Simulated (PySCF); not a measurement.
Gas-phase reaction: 3 C₂H₅OH = 3 CH₃OH + C₃H₆ (propylene)

Method: PySCF energies plus ideal-gas RRHO corrections (1 bar). Table values come from the NASA 1993 polynomials. S°(298 K) at PBE0/def2-TZVP differs from the NASA 1993 table for C₂H₅OH (-11 J/mol/K); whether the harmonic model or the table's entry is off was not settled. † marks an energy on the PBE0/def2-TZVP geometry and frequencies; other levels use their own. MP2 and CCSD(T) freeze the core. 6-31G* has spherical d functions here. All species are closed-shell singlets. No R ln 2 is added for the mirror-image form of C₂H₅OH. MP2 isn't extrapolated to the basis-set limit; its ΔH°(298 K) is 141.6 kJ in def2-SVP and 128.5 kJ in def2-TZVPP. CCSD(T) isn't extrapolated to the basis-set limit; its ΔH°(298 K) is 131.7 kJ in def2-SVP and 121.0 kJ in def2-TZVPP. The harmonic model lacks anharmonicity and excited electronic states, which grow with temperature; levels with a mode under 35 cm⁻¹ are left out. Internal rotation in C₂H₅OH, CH₃OH, C₃H₆ (propylene) is treated as a harmonic vibration of one conformer, which makes the entropy rough.

| level | ΔH°(298 K), kJ | minus table | ΔG°(1800 K), kJ |
|---|---|---|---|
| table | 121.7 | - | -118.1 |
| CCSD(T)/def2-SVP† | 131.7 | 10.0 | -162.0 |
| CCSD(T)/def2-TZVPP† | 121.0 | -0.7 | -172.7 |
| HF/6-31G* | 117.8 | -3.9 | -179.4 |
| MP2/def2-TZVPP† | 128.5 | 6.8 | -165.3 |
| PBE/def2-SVP | 141.4 | 19.7 | -153.5 |
| PBE/def2-TZVP† | 122.2 | 0.5 | -171.5 |
| LDA/def2-TZVP† | 169.9 | 48.2 | -123.9 |
| ωB97M-V/def2-TZVP† | 127.3 | 5.6 | -166.5 |
| ωB97X-V/def2-TZVP† | 135.1 | 13.4 | -158.7 |
